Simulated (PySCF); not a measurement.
# CH7BSi (BH2(CH2SiH3)): the cost of one run

Programs: PySCF 2.14.0, with routines of our own; each step states its level. All values are computed. Atoms count from 0.

### 1 The system as given

10 atoms, charge 0, multiplicity 1; geometry from: GFN2-xTB.

### 2 Magnetic properties: GIAO PBE/def2-SVP

What the job is given:

```
{"job": {"kind": "mag", "xc": "PBE", "basis": "def2-SVP"}, "charge": 0, "multiplicity": 1}
B      0.720560     1.201330    -0.652910
H      1.885460     1.211550    -0.530950
H      0.134450     2.214930    -0.618670
C     -0.037750    -0.134830    -0.799970
Si    -0.474090    -0.744380     0.964860
H     -0.982240    -0.056050    -1.337280
H      0.545330    -0.931140    -1.261650
H      0.737250    -0.968200     1.757020
H     -1.332500     0.220650     1.655470
H     -1.196470    -2.013860     0.824100
```

Level: GIAO PBE/def2-SVP magnetisability, rotational g tensor and spin-rotation constants, non-relativistic, gas phase.

Launch:

```sh
$ OMP_NUM_THREADS=1 python excited_run.py task.json out
```

This one command runs all jobs of the session in turn.

**Question.** How long does this first job take on 1 thread of Intel Xeon Platinum 8375C at 2.90GHz, shared host, and how much memory does it need?

About 5.7 s, with a peak of 0.42 GiB.
